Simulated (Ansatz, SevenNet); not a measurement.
For rock-salt RbCl, the machine-learned potential SevenNet-0 (trained on PBE and PBE+U data) gives:

```
Quantity                          Result
------------------------------  --------
equilibrium lattice constant a   6.713 Å
elastic constant C11            26.9 GPa
elastic constant C44             5.5 GPa
polycrystal shear modulus        7.2 GPa
```

Task: What does HSE06 (plane waves, PAW; Ansatz, a program for electronic structure) give for the same quantities?

Result: 
- lattice constant a: 6.659 Å (shrinks by 0.8 %)
- elastic constant C11: 34.1 GPa (increases by 27 %)
- elastic constant C44: 5.4 GPa (hardly moves)
- Voigt–Reuss–Hill shear modulus: 8.0 GPa (grows by 11 %)

For comparison: lattice constant a 6.532 Å (measured, low temperature, no zero-point or thermal correction; as tabulated in Doll and Stoll (1998), arXiv:cond-mat/9801031).

Changes are worked out from the printed values.

Unless a cell is named, each level is at its own relaxed cell (SevenNet-0 37.81, HSE06 36.92 Å³/atom).

Ansatz's density-functional and Hartree–Fock values are scalar-relativistic unless marked +SOC, with PAW data made under PBE.
